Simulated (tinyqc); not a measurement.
UKS/LDA (PW92) in the sto-3g basis, for OH+, spin multiplicity 3, step by step (part 1 of 2). Computed by tinyqc, a small Python program that keeps every step (integrals from PySCF). Settings: charge = 1, multiplicity = 3, basis = sto-3g, energy threshold = 1e-09, iteration cap = 63, orthogonalisation = symmetric, start = core, DIIS depth = 3, method = UKS, functional = lda,pw, grid = [15, 14]. Command: `OMP_NUM_THREADS=1 python tinyqc.py 27841 27842 out.jsonl` (the two numbers bound the seeds that draw the settings). One thread of a shared host (Intel(R) Xeon(R) Processor @ 2.60GHz), about 2 s of CPU time with the checks. Later iterations appear only in the table of the cycle.

## One-electron integrals

Geometry (angstrom):
```
atom       x       y       z
O     0.0000  0.0000  0.0000
H     0.0000  0.0000  1.7340
```

Basis sto-3g: exponents (1/bohr^2) and contraction coefficients of normalised primitives:
```
element  l (shell)  exponent  coefficient
O            s (1)  130.7093       0.1543
O            s (1)   23.8089       0.5353
O            s (1)    6.4436       0.4446
O            s (2)    5.0332      -0.1000
O            s (2)    1.1696       0.3995
O            s (2)    0.3804       0.7001
O            p (3)    5.0332       0.1559
O            p (3)    1.1696       0.6077
O            p (3)    0.3804       0.3920
H            s (1)    3.4253       0.1543
H            s (1)    0.6239       0.5353
H            s (1)    0.1689       0.4446
```

Overlap, kinetic and nuclear-attraction integrals over the contracted functions; the nuclear repulsion is the sum of Za Zb / Rab.

nuclear repulsion = 2.441417 hartree

overlap S, order 1O 1s, 1O 2s, 1O 2px, 1O 2py, 1O 2pz, 2H 1s:
```
[[1.0000, 0.2367, 0.0000, 0.0000, 0.0000, 0.0092],
 [0.2367, 1.0000, 0.0000, 0.0000, 0.0000, 0.1288],
 [0.0000, 0.0000, 1.0000, 0.0000, 0.0000, 0.0000],
 [0.0000, 0.0000, 0.0000, 1.0000, 0.0000, 0.0000],
 [0.0000, 0.0000, 0.0000, 0.0000, 1.0000, 0.1348],
 [0.0092, 0.1288, 0.0000, 0.0000, 0.1348, 1.0000]]
```

kinetic energy T (hartree), order 1O 1s, 1O 2s, 1O 2px, 1O 2py, 1O 2pz, 2H 1s:
```
[[29.0032, -0.1680, 0.0000, 0.0000, 0.0000, -0.0025],
 [-0.1680, 0.8081, 0.0000, 0.0000, 0.0000, -0.0172],
 [0.0000, 0.0000, 2.5287, 0.0000, 0.0000, 0.0000],
 [0.0000, 0.0000, 0.0000, 2.5287, 0.0000, 0.0000],
 [0.0000, 0.0000, 0.0000, 0.0000, 2.5287, 0.0052],
 [-0.0025, -0.0172, 0.0000, 0.0000, 0.0052, 0.7600]]
```

nuclear attraction V (hartree), order 1O 1s, 1O 2s, 1O 2px, 1O 2py, 1O 2pz, 2H 1s:
```
[[-60.9236, -7.2553, 0.0000, 0.0000, -0.0047, -0.2886],
 [-7.2553, -9.3571, 0.0000, 0.0000, -0.0597, -0.7964],
 [0.0000, 0.0000, -9.2762, 0.0000, 0.0000, 0.0000],
 [0.0000, 0.0000, 0.0000, -9.2762, 0.0000, 0.0000],
 [-0.0047, -0.0597, 0.0000, 0.0000, -9.3015, -0.7030],
 [-0.2886, -0.7964, 0.0000, 0.0000, -0.7030, -3.6646]]
```

core Hamiltonian H = T + V (hartree), order 1O 1s, 1O 2s, 1O 2px, 1O 2py, 1O 2pz, 2H 1s:
```
[[-31.9204, -7.4233, 0.0000, 0.0000, -0.0047, -0.2911],
 [-7.4233, -8.5490, 0.0000, 0.0000, -0.0597, -0.8137],
 [0.0000, 0.0000, -6.7475, 0.0000, 0.0000, 0.0000],
 [0.0000, 0.0000, 0.0000, -6.7475, 0.0000, 0.0000],
 [-0.0047, -0.0597, 0.0000, 0.0000, -6.7727, -0.6978],
 [-0.2911, -0.8137, 0.0000, 0.0000, -0.6978, -2.9045]]
```

## Two-electron integrals

Functions are numbered as in S; the eight-fold symmetry (ij|kl) = (ji|kl) = (kl|ij) leaves the list below.

Two-electron integrals (ij|kl) in chemists' order, unique and non-zero (hartree):
```
(11|11) 4.7851     (21|11) 0.7414     (21|21) 0.1369     (22|11) 1.1189
(22|21) 0.2566     (22|22) 0.8172     (31|31) 0.0245     (32|31) 0.0378
(32|32) 0.1805     (33|11) 1.1158     (33|21) 0.2567     (33|22) 0.8170
(33|33) 0.8802     (41|41) 0.0245     (42|41) 0.0378     (42|42) 0.1805
(43|43) 0.0474     (44|11) 1.1158     (44|21) 0.2567     (44|22) 0.8170
(44|33) 0.7853     (44|44) 0.8802     (51|51) 0.0245     (52|51) 0.0378
(52|52) 0.1805     (53|53) 0.0474     (54|54) 0.0474     (55|11) 1.1158
(55|21) 0.2567     (55|22) 0.8170     (55|33) 0.7853     (55|44) 0.7853
(55|55) 0.8802     (61|11) 0.0291     (61|21) 0.0053     (61|22) 0.0100
(61|33) 0.0100     (61|44) 0.0100     (61|51) 2.27e-04   (61|52) 4.31e-04
(61|55) 0.0100     (61|61) 2.11e-04   (62|11) 0.0909     (62|21) 0.0212
(62|22) 0.0776     (62|33) 0.0763     (62|44) 0.0763     (62|51) 0.0015
(62|52) 0.0133     (62|55) 0.0802     (62|61) 0.0008     (62|62) 0.0104
(63|31) 0.0020     (63|32) 0.0123     (63|53) 0.0026     (63|63) 0.0013
(64|41) 0.0020     (64|42) 0.0123     (64|54) 0.0026     (64|64) 0.0013
(65|11) 0.0768     (65|21) 0.0181     (65|22) 0.0709     (65|33) 0.0681
(65|44) 0.0681     (65|51) 0.0030     (65|52) 0.0227     (65|55) 0.0764
(65|61) 0.0007     (65|62) 0.0115     (65|65) 0.0140     (66|11) 0.3047
(66|21) 0.0721     (66|22) 0.3037     (66|33) 0.2960     (66|44) 0.2960
(66|51) 0.0047     (66|52) 0.0577     (66|55) 0.3188     (66|61) 0.0029
(66|62) 0.0584     (66|65) 0.0753     (66|66) 0.7746
```

## Orthogonalisation

S = U s U^T; symmetric (Loewdin) form X = U s^(-1/2) U^T, so that X^T S X = 1.

eigenvalues of S: [0.7256, 0.8811, 1.0000, 1.0000, 1.1102, 1.2831]

X, order 1O 1s, 1O 2s, 1O 2px, 1O 2py, 1O 2pz, 2H 1s:
```
[[1.0220, -0.1236, 0.0000, 0.0000, -0.0009, 0.0074],
 [-0.1236, 1.0287, 0.0000, 0.0000, 0.0069, -0.0674],
 [0.0000, 0.0000, 1.0000, 0.0000, 0.0000, 0.0000],
 [0.0000, 0.0000, 0.0000, 1.0000, 0.0000, 0.0000],
 [-0.0009, 0.0069, 0.0000, 0.0000, 1.0070, -0.0689],
 [0.0074, -0.0674, 0.0000, 0.0000, -0.0689, 1.0135]]
```

## Starting guess

The start is the orbitals of the core Hamiltonian; D(s) = C_occ C_occ^T for each spin.

D(alpha) at the start, order 1O 1s, 1O 2s, 1O 2px, 1O 2py, 1O 2pz, 2H 1s:
```
[[1.0597, -0.2527, 0.0000, 0.0000, -0.0022, 0.0107],
 [-0.2527, 1.0692, 0.0000, 0.0000, 0.0113, -0.0439],
 [0.0000, 0.0000, 1.0000, 0.0000, 0.0000, 0.0000],
 [0.0000, 0.0000, 0.0000, 1.0000, 0.0000, 0.0000],
 [-0.0022, 0.0113, 0.0000, 0.0000, 1.0124, -0.0585],
 [0.0107, -0.0439, 0.0000, 0.0000, -0.0585, 0.0051]]
```

D(beta) at the start, order 1O 1s, 1O 2s, 1O 2px, 1O 2py, 1O 2pz, 2H 1s:
```
[[1.0597, -0.2527, 0.0000, 0.0000, -0.0022, 0.0107],
 [-0.2527, 1.0692, 0.0000, 0.0000, 0.0113, -0.0439],
 [0.0000, 0.0000, 0.0000, 0.0000, 0.0000, 0.0000],
 [0.0000, 0.0000, 0.0000, 0.0000, 0.0000, 0.0000],
 [-0.0022, 0.0113, 0.0000, 0.0000, 1.0124, -0.0585],
 [0.0107, -0.0439, 0.0000, 0.0000, -0.0585, 0.0051]]
```

## Iteration 1: exchange-correlation on the grid

Becke grid with 15 radial and 14 angular points per atom, points of zero weight dropped. rho = sum D_ij phi_i phi_j; V_xc,ij = sum w v_xc phi_i phi_j; v_xc is d(rho eps)/d rho(s) for spin s.

The 16 grid points with the largest w rho, of 413 (bohr, atomic units):
```
x              y        z       w  rho(alpha)  rho(beta)   eps_xc  v_xc(alpha)
0.0000    0.0000   0.9000  0.2437      0.3505     0.3505  -0.7244      -0.9512
0.0000    0.0000  -0.9000  0.2450      0.3474     0.3474  -0.7223      -0.9485
0.0000    0.0000  -1.3152  0.6852      0.1184     0.1184  -0.5167      -0.6766
0.0000    0.0000   1.3152  0.6322      0.1173     0.1173  -0.5151      -0.6746
-0.5196   0.5196   0.5196  0.2754      0.3490     0.1799  -0.6748      -0.9352
0.5196    0.5196   0.5196  0.2754      0.3490     0.1799  -0.6748      -0.9352
-0.5196  -0.5196   0.5196  0.2754      0.3490     0.1799  -0.6748      -0.9352
0.5196   -0.5196   0.5196  0.2754      0.3490     0.1799  -0.6748      -0.9352
0.5196   -0.5196  -0.5196  0.2756      0.3466     0.1775  -0.6730      -0.9330
-0.5196  -0.5196  -0.5196  0.2756      0.3466     0.1775  -0.6730      -0.9330
0.5196    0.5196  -0.5196  0.2756      0.3466     0.1775  -0.6730      -0.9330
-0.5196   0.5196  -0.5196  0.2756      0.3466     0.1775  -0.6730      -0.9330
0.7593   -0.7593  -0.7593  0.7709      0.1181     0.0592  -0.4806      -0.6625
-0.7593  -0.7593  -0.7593  0.7709      0.1181     0.0592  -0.4806      -0.6625
0.7593    0.7593  -0.7593  0.7709      0.1181     0.0592  -0.4806      -0.6625
-0.7593   0.7593  -0.7593  0.7709      0.1181     0.0592  -0.4806      -0.6625
```

electrons on the grid, sum of w rho = 7.9988

E_xc = sum of w rho eps_xc = -8.066914 hartree

V_xc(alpha) (hartree), order 1O 1s, 1O 2s, 1O 2px, 1O 2py, 1O 2pz, 2H 1s:
```
[[-2.9476, -0.4270, 0.0000, 0.0000, -0.0002, -0.0169],
 [-0.4270, -0.8249, 0.0000, 0.0000, -0.0013, -0.0629],
 [0.0000, 0.0000, -0.8159, 0.0000, 0.0000, 0.0000],
 [0.0000, 0.0000, 0.0000, -0.8159, 0.0000, 0.0000],
 [-0.0002, -0.0013, 0.0000, 0.0000, -0.8287, -0.0504],
 [-0.0169, -0.0629, 0.0000, 0.0000, -0.0504, -0.1067]]
```

V_xc(beta) (hartree), order 1O 1s, 1O 2s, 1O 2px, 1O 2py, 1O 2pz, 2H 1s:
```
[[-2.9125, -0.4013, 0.0000, 0.0000, -0.0002, -0.0159],
 [-0.4013, -0.6983, 0.0000, 0.0000, -0.0016, -0.0555],
 [0.0000, 0.0000, -0.6614, 0.0000, 0.0000, 0.0000],
 [0.0000, 0.0000, 0.0000, -0.6614, 0.0000, 0.0000],
 [-0.0002, -0.0016, 0.0000, 0.0000, -0.7571, -0.0473],
 [-0.0159, -0.0555, 0.0000, 0.0000, -0.0473, -0.1049]]
```

## Iteration 1: building the Kohn-Sham matrix

J_ij = sum D_kl (ij|kl) with D = D(alpha) + D(beta); F = H + J + V_xc; E = tr D H + tr D J / 2 + E_xc + E_nn.

Coulomb J (hartree), order 1O 1s, 1O 2s, 1O 2px, 1O 2py, 1O 2pz, 2H 1s:
```
[[16.2465, 3.0079, 0.0000, 0.0000, 0.0006, 0.1176],
 [3.0079, 7.1214, 0.0000, 0.0000, 0.0008, 0.6489],
 [0.0000, 0.0000, 7.0822, 0.0000, 0.0000, 0.0000],
 [0.0000, 0.0000, 0.0000, 7.0822, 0.0000, 0.0000],
 [0.0006, 0.0008, 0.0000, 0.0000, 7.1771, 0.5832],
 [0.1176, 0.6489, 0.0000, 0.0000, 0.5832, 2.4427]]
```

F(alpha) (hartree), order 1O 1s, 1O 2s, 1O 2px, 1O 2py, 1O 2pz, 2H 1s:
```
[[-18.6215, -4.8424, 0.0000, 0.0000, -0.0043, -0.1904],
 [-4.8424, -2.2524, 0.0000, 0.0000, -0.0603, -0.2277],
 [0.0000, 0.0000, -0.4811, 0.0000, 0.0000, 0.0000],
 [0.0000, 0.0000, 0.0000, -0.4811, 0.0000, 0.0000],
 [-0.0043, -0.0603, 0.0000, 0.0000, -0.4243, -0.1650],
 [-0.1904, -0.2277, 0.0000, 0.0000, -0.1650, -0.5686]]
```

F(beta) (hartree), order 1O 1s, 1O 2s, 1O 2px, 1O 2py, 1O 2pz, 2H 1s:
```
[[-18.5864, -4.8167, 0.0000, 0.0000, -0.0043, -0.1895],
 [-4.8167, -2.1259, 0.0000, 0.0000, -0.0606, -0.2202],
 [0.0000, 0.0000, -0.3267, 0.0000, 0.0000, 0.0000],
 [0.0000, 0.0000, 0.0000, -0.3267, 0.0000, 0.0000],
 [-0.0043, -0.0606, 0.0000, 0.0000, -0.3528, -0.1619],
 [-0.1895, -0.2202, 0.0000, 0.0000, -0.1619, -0.5668]]
```

total energy of this density = -73.454923 hartree

## Iteration 1: diagonalisation and new density

Diagonalise F' = X^T F X, C = X C', fill 5 alpha and 3 beta electrons from the bottom; D(s) = C_occ C_occ^T. Each column has its largest component positive (the first on a tie).

F' = X^T F X (alpha) (hartree):
```
[[-18.2650, -2.5170, 0.0000, 0.0000, -0.0018, 0.0062],
 [-2.5170, -1.4116, 0.0000, 0.0000, -0.0510, -0.0770],
 [0.0000, 0.0000, -0.4811, 0.0000, 0.0000, 0.0000],
 [0.0000, 0.0000, 0.0000, -0.4811, 0.0000, 0.0000],
 [-0.0018, -0.0510, 0.0000, 0.0000, -0.4108, -0.0976],
 [0.0062, -0.0770, 0.0000, 0.0000, -0.0976, -0.5418]]
```

orbital energies (alpha) (hartree): [-18.6329, -1.0618, -0.5759, -0.4811, -0.4811, -0.3586]

coefficients C (alpha), order 1O 1s, 1O 2s, 1O 2px, 1O 2py, 1O 2pz, 2H 1s:
```
[[0.9934, -0.2640, 0.0574, 0.0000, 0.0000, -0.0012],
 [0.0265, 1.0060, -0.2544, 0.0000, 0.0000, 0.0246],
 [0.0000, 0.0000, 0.0000, -0.0538, 0.9986, 0.0000],
 [0.0000, 0.0000, 0.0000, 0.9986, 0.0538, 0.0000],
 [0.0006, 0.0965, 0.3974, 0.0000, 0.0000, 0.9228],
 [-0.0022, 0.0931, 0.8626, 0.0000, 0.0000, -0.5326]]
```

F' = X^T F X (beta) (hartree):
```
[[-18.2330, -2.5101, 0.0000, 0.0000, -0.0018, 0.0058],
 [-2.5101, -1.2847, 0.0000, 0.0000, -0.0507, -0.0778],
 [0.0000, 0.0000, -0.3267, 0.0000, 0.0000, 0.0000],
 [0.0000, 0.0000, 0.0000, -0.3267, 0.0000, 0.0000],
 [-0.0018, -0.0507, 0.0000, 0.0000, -0.3387, -0.0995],
 [0.0058, -0.0778, 0.0000, 0.0000, -0.0995, -0.5404]]
```

orbital energies (beta) (hartree): [-18.5969, -0.9440, -0.5585, -0.3267, -0.3267, -0.2974]

coefficients C (beta), order 1O 1s, 1O 2s, 1O 2px, 1O 2py, 1O 2pz, 2H 1s:
```
[[0.9937, -0.2594, 0.0712, 0.0000, 0.0000, 0.0036],
 [0.0253, 0.9906, -0.3099, 0.0000, 0.0000, 0.0023],
 [0.0000, 0.0000, 0.0000, 0.0717, 0.9974, 0.0000],
 [0.0000, 0.0000, 0.0000, 0.9974, -0.0717, 0.0000],
 [0.0006, 0.1081, 0.2923, 0.0000, 0.0000, 0.9601],
 [-0.0021, 0.1447, 0.9075, 0.0000, 0.0000, -0.4381]]
```

D(alpha) after iteration 1, order 1O 1s, 1O 2s, 1O 2px, 1O 2py, 1O 2pz, 2H 1s:
```
[[1.0599, -0.2539, 0.0000, 0.0000, -0.0021, 0.0227],
 [-0.2539, 1.0774, 0.0000, 0.0000, -0.0040, -0.1259],
 [0.0000, 0.0000, 1.0000, 0.0000, 0.0000, 0.0000],
 [0.0000, 0.0000, 0.0000, 1.0000, 0.0000, 0.0000],
 [-0.0021, -0.0040, 0.0000, 0.0000, 0.1673, 0.3518],
 [0.0227, -0.1259, 0.0000, 0.0000, 0.3518, 0.7528]]
```

D(beta) after iteration 1, order 1O 1s, 1O 2s, 1O 2px, 1O 2py, 1O 2pz, 2H 1s:
```
[[1.0599, -0.2539, 0.0000, 0.0000, -0.0066, 0.0250],
 [-0.2539, 1.0780, 0.0000, 0.0000, 0.0165, -0.1380],
 [0.0000, 0.0000, 0.0000, 0.0000, 0.0000, 0.0000],
 [0.0000, 0.0000, 0.0000, 0.0000, 0.0000, 0.0000],
 [-0.0066, 0.0165, 0.0000, 0.0000, 0.0971, 0.2809],
 [0.0250, -0.1380, 0.0000, 0.0000, 0.2809, 0.8446]]
```

Within a degenerate level the vectors are fixed only up to a rotation; this is one choice.

## Iteration 2: exchange-correlation on the grid

As before.

The 16 grid points with the largest w rho, of 413 (bohr, atomic units):
```
x              y        z       w  rho(alpha)  rho(beta)   eps_xc  v_xc(alpha)
-0.9000   0.0000   0.0000  0.2449      0.3473     0.0937  -0.6619      -0.9242
0.0000    0.9000   0.0000  0.2449      0.3473     0.0937  -0.6619      -0.9242
0.9000    0.0000   0.0000  0.2449      0.3473     0.0937  -0.6619      -0.9242
0.0000   -0.9000   0.0000  0.2449      0.3473     0.0937  -0.6619      -0.9242
0.5196   -0.5196   0.5196  0.2754      0.2804     0.1079  -0.6221      -0.8675
-0.5196  -0.5196   0.5196  0.2754      0.2804     0.1079  -0.6221      -0.8675
0.5196    0.5196   0.5196  0.2754      0.2804     0.1079  -0.6221      -0.8675
-0.5196   0.5196   0.5196  0.2754      0.2804     0.1079  -0.6221      -0.8675
-0.5196   0.5196  -0.5196  0.2756      0.2766     0.0983  -0.6182      -0.8626
0.5196    0.5196  -0.5196  0.2756      0.2766     0.0983  -0.6182      -0.8626
-0.5196  -0.5196  -0.5196  0.2756      0.2766     0.0983  -0.6182      -0.8626
0.5196   -0.5196  -0.5196  0.2756      0.2766     0.0983  -0.6182      -0.8626
-1.3152   0.0000   0.0000  0.6851      0.1183     0.0299  -0.4718      -0.6539
0.0000    1.3152   0.0000  0.6851      0.1183     0.0299  -0.4718      -0.6539
1.3152    0.0000   0.0000  0.6851      0.1183     0.0299  -0.4718      -0.6539
0.0000   -1.3152   0.0000  0.6851      0.1183     0.0299  -0.4718      -0.6539
```

electrons on the grid, sum of w rho = 7.9841

E_xc = sum of w rho eps_xc = -7.439419 hartree

V_xc(alpha) (hartree), order 1O 1s, 1O 2s, 1O 2px, 1O 2py, 1O 2pz, 2H 1s:
```
[[-2.9312, -0.4149, 0.0000, 0.0000, -0.0003, -0.0164],
 [-0.4149, -0.7661, 0.0000, 0.0000, -0.0082, -0.0675],
 [0.0000, 0.0000, -0.7819, 0.0000, 0.0000, 0.0000],
 [0.0000, 0.0000, 0.0000, -0.7819, 0.0000, 0.0000],
 [-0.0003, -0.0082, 0.0000, 0.0000, -0.7202, -0.0626],
 [-0.0164, -0.0675, 0.0000, 0.0000, -0.0626, -0.4732]]
```

V_xc(beta) (hartree), order 1O 1s, 1O 2s, 1O 2px, 1O 2py, 1O 2pz, 2H 1s:
```
[[-2.8926, -0.3854, 0.0000, 0.0000, -0.0008, -0.0153],
 [-0.3854, -0.6165, 0.0000, 0.0000, -0.0123, -0.0589],
 [0.0000, 0.0000, -0.6072, 0.0000, 0.0000, 0.0000],
 [0.0000, 0.0000, 0.0000, -0.6072, 0.0000, 0.0000],
 [-0.0008, -0.0123, 0.0000, 0.0000, -0.6201, -0.0590],
 [-0.0153, -0.0589, 0.0000, 0.0000, -0.0590, -0.4824]]
```

## Iteration 2: building the Kohn-Sham matrix

As before.

Coulomb J (hartree), order 1O 1s, 1O 2s, 1O 2px, 1O 2py, 1O 2pz, 2H 1s:
```
[[14.8673, 2.6943, 0.0000, 0.0000, 0.0109, 0.1055],
 [2.6943, 6.2574, 0.0000, 0.0000, 0.1177, 0.6151],
 [0.0000, 0.0000, 6.2583, 0.0000, 0.0000, 0.0000],
 [0.0000, 0.0000, 0.0000, 6.2583, 0.0000, 0.0000],
 [0.0109, 0.1177, 0.0000, 0.0000, 6.2334, 0.5859],
 [0.1055, 0.6151, 0.0000, 0.0000, 0.5859, 3.2070]]
```

F(alpha) (hartree), order 1O 1s, 1O 2s, 1O 2px, 1O 2py, 1O 2pz, 2H 1s:
```
[[-19.9843, -5.1439, 0.0000, 0.0000, 0.0059, -0.2020],
 [-5.1439, -3.0576, 0.0000, 0.0000, 0.0497, -0.2660],
 [0.0000, 0.0000, -1.2711, 0.0000, 0.0000, 0.0000],
 [0.0000, 0.0000, 0.0000, -1.2711, 0.0000, 0.0000],
 [0.0059, 0.0497, 0.0000, 0.0000, -1.2595, -0.1744],
 [-0.2020, -0.2660, 0.0000, 0.0000, -0.1744, -0.1707]]
```

F(beta) (hartree), order 1O 1s, 1O 2s, 1O 2px, 1O 2py, 1O 2pz, 2H 1s:
```
[[-19.9457, -5.1144, 0.0000, 0.0000, 0.0054, -0.2010],
 [-5.1144, -2.9080, 0.0000, 0.0000, 0.0457, -0.2574],
 [0.0000, 0.0000, -1.0963, 0.0000, 0.0000, 0.0000],
 [0.0000, 0.0000, 0.0000, -1.0963, 0.0000, 0.0000],
 [0.0054, 0.0457, 0.0000, 0.0000, -1.1595, -0.1709],
 [-0.2010, -0.2574, 0.0000, 0.0000, -0.1709, -0.1799]]
```

total energy of this density = -72.965462 hartree

## Iteration 2: DIIS over 2 matrices

error matrix X^T (FDS - SDF) X (alpha):
```
[[0.0000, 0.0001, 0.0000, 0.0000, 0.0021, -0.0019],
 [-0.0001, 0.0000, 0.0000, 0.0000, -0.0915, 0.0553],
 [0.0000, 0.0000, 0.0000, 0.0000, 0.0000, 0.0000],
 [0.0000, 0.0000, 0.0000, 0.0000, 0.0000, 0.0000],
 [-0.0021, 0.0915, 0.0000, 0.0000, 0.0000, -0.5090],
 [0.0019, -0.0553, 0.0000, 0.0000, 0.5090, 0.0000]]
```

B (overlaps of the stored error matrices):
```
[[5.9023345e-02, -1.6884763e-01],
 [-1.6884763e-01, 8.9757254e-01]]
```

Minimise |sum c_i e_i|^2 with sum c_i = 1: solve [B -1; -1 0][c; lambda] = [0; -1] with B_ij = tr e_i^T e_j summed over both spins, and take F = sum c_i F_i.

DIIS coefficients: [0.8239, 0.1761]

extrapolated F(alpha) (hartree), order 1O 1s, 1O 2s, 1O 2px, 1O 2py, 1O 2pz, 2H 1s:
```
[[-18.8614, -4.8955, 0.0000, 0.0000, -0.0025, -0.1925],
 [-4.8955, -2.3942, 0.0000, 0.0000, -0.0409, -0.2344],
 [0.0000, 0.0000, -0.6202, 0.0000, 0.0000, 0.0000],
 [0.0000, 0.0000, 0.0000, -0.6202, 0.0000, 0.0000],
 [-0.0025, -0.0409, 0.0000, 0.0000, -0.5713, -0.1666],
 [-0.1925, -0.2344, 0.0000, 0.0000, -0.1666, -0.4986]]
```

extrapolated F(beta) (hartree), order 1O 1s, 1O 2s, 1O 2px, 1O 2py, 1O 2pz, 2H 1s:
```
[[-18.8257, -4.8691, 0.0000, 0.0000, -0.0026, -0.1915],
 [-4.8691, -2.2636, 0.0000, 0.0000, -0.0419, -0.2268],
 [0.0000, 0.0000, -0.4622, 0.0000, 0.0000, 0.0000],
 [0.0000, 0.0000, 0.0000, -0.4622, 0.0000, 0.0000],
 [-0.0026, -0.0419, 0.0000, 0.0000, -0.4948, -0.1634],
 [-0.1915, -0.2268, 0.0000, 0.0000, -0.1634, -0.4987]]
```
